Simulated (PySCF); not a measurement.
**One shape, several levels: CH3NS (thioformamide)**

We compute a comparison of 6 runs (HF/3-21G, B3LYP/6-31G*, B2PLYP/aug-cc-pVDZ, BHLYP/aug-cc-pVDZ, CAM-B3LYP/aug-cc-pVDZ, TPSS/aug-cc-pVDZ) of CH3NS (thioformamide). 

The calculation is run with PySCF 2.14.0.

1 further run of the same task is left out (set aside as unsound or not needed).

## (1) Starting point

CH3NS: 6 atoms, total charge 0, spin state singlet. As SMILES, `NC=S`. Geometry: relaxed at PBE0-D4/def2-TZVP. This is one conformer, not always the lowest.

Bond lengths: N1–C2 1.334 Å, C2–S3 1.630 Å, N1–H4 1.007 Å, N1–H5 1.005 Å, C2–H6 1.092 Å. Angles: N1–C2–S3 126.0°, N1–C2–H6 112.7°, S3–C2–H6 121.3°, C2–N1–H4 119.2°, C2–N1–H5 121.6°, H4–N1–H5 119.2°.

## (2) The energy at HF/3-21G (run 1)

calc.py reads:

```python
# NC=S
from pyscf import gto, scf

molecule = gto.M(
    atom='''
N     -1.202433    -0.091690    -0.667791
C      0.969637     0.266584     0.561627
S      2.965812    -1.928371     1.389780
H     -1.711997    -1.859302    -1.157457
H     -2.343166     1.358411    -1.118056
H      1.322147     2.254349     0.991917
''',
    unit='bohr',
    basis='3-21g',
    spin=0,
    charge=0,
    max_memory=1860,
    verbose=4,
)

hf = scf.RHF(molecule)
hf.conv_tol = 1e-10
hf.kernel()
if not hf.converged:
    hf = hf.newton().run(hf.mo_coeff, hf.mo_occ)

e_tot = hf.e_tot
print('E = %.10f Eh' % e_tot)
```

Run with:

```bash
$ OMP_NUM_THREADS=1 python calc.py
```

Standard output:

```text
PySCF version 2.14.0

[... 62 lines left out ...]
converged SCF energy = -489.097757859594
E = -489.0977578596 Eh
```

Wall time 0.72 s (1 thread of Arm Neoverse V1, shared host); peak memory 0.1 GiB.

## (3) A single-point energy at B3LYP/6-31G(d) (spherical functions) (run 2)

input.py reads:

```python
# NC=S
from pyscf import gto, dft

mol = gto.M(
    atom='''
N     -1.202433    -0.091690    -0.667791
C      0.969637     0.266584     0.561627
S      2.965812    -1.928371     1.389780
H     -1.711997    -1.859302    -1.157457
H     -2.343166     1.358411    -1.118056
H      1.322147     2.254349     0.991917
''',
    verbose=3,
    max_memory=1860,
    unit='bohr',
    spin=0,
    basis='6-31g*',
)

mf = dft.RKS(mol, xc='b3lyp')
mf.conv_tol = 1e-10
mf.grids.level = 5
mf.kernel()
if not mf.converged:
    mf = mf.newton().run(mf.mo_coeff, mf.mo_occ)

etot = mf.e_tot
print('Final energy', etot)
```

Run with:

```bash
$ OMP_NUM_THREADS=1 python input.py
```

Standard output:

```text
converged SCF energy = -492.842195861629
Final energy -492.8421958616293
```

Wall time 7.5 s (1 thread of Arm Neoverse V1, shared host); peak memory 0.29 GiB.

Runs 3 to 5 aren't shown in full; the table further down has their settings and results.

## (4) The energy at TPSS/aug-cc-pVDZ (run 6)

input.py: that of step 3 with these lines changed.

```diff
@@ -1,5 +1,4 @@
-# NC=S
 from pyscf import gto, dft
 
-mol = gto.M(
+molecule = gto.M(
     atom='''
@@ -12,10 +11,9 @@
 ''',
-    verbose=3,
     max_memory=1860,
     unit='bohr',
-    spin=0,
-    basis='6-31g*',
+    verbose=3,
+    basis='aug-cc-pvdz',
 )
 
-mf = dft.RKS(mol, xc='b3lyp')
+mf = dft.RKS(molecule, xc='tpss')
 mf.conv_tol = 1e-10
@@ -26,3 +24,3 @@
 
-etot = mf.e_tot
-print('Final energy', etot)
+e_final = mf.e_tot
+print('Final energy', e_final)
```

Run with:

```bash
$ OMP_NUM_THREADS=1 python input.py
```

Standard output:

```text
converged SCF energy = -492.907846419634
Final energy -492.9078464196341
```

Wall time 35 s (1 thread of Arm Neoverse V1, shared host); peak memory 0.53 GiB.

## (5) The series

```
run                               level  integration grid  frozen core orbitals  energy (Eh)  dipole moment (D)  HOMO energy (eV)  LUMO energy (eV)  wall time
  1                            HF/3-21G                 –                     –  -489.097758               5.23             -8.93              3.17     0.72 s
  2  B3LYP/6-31G* (spherical functions)                 5                     –  -492.842196               4.65             -5.79             -0.85      7.5 s
  3                  B2PLYP/aug-cc-pVDZ                 5                     7  -492.638621               4.56             -7.30             -0.06       17 s
  4                   BHLYP/aug-cc-pVDZ                 5                     –  -492.807399               4.53             -7.36             -0.18       17 s
  5               CAM-B3LYP/aug-cc-pVDZ                 5                     –  -492.829220               4.47             -7.62             -0.06       26 s
  6                    TPSS/aug-cc-pVDZ                 5                     –  -492.907846               4.40             -5.19             -1.86       35 s
```

## (6) Summary of results

| quantity | value |
| --- | --- |
| run 6: total energy | -492.90785 Eh |
| run 6: dipole moment | 4.40 D |
| run 6: HOMO energy | -5.19 eV |
| run 6: LUMO energy | -1.86 eV |
| run 6: HOMO–LUMO gap | 3.32 eV |

In words: The dipole moment (its size) runs from 4.40 D (TPSS/aug-cc-pVDZ) to 5.23 D (HF/3-21G). The two ends differ in method and basis. The HOMO–LUMO gap runs from 3.32 eV (TPSS/aug-cc-pVDZ) to 12.10 eV (HF/3-21G). Totals of different functionals can't be ranked against each other. All runs together took 1.7 min, the longest 35 s.
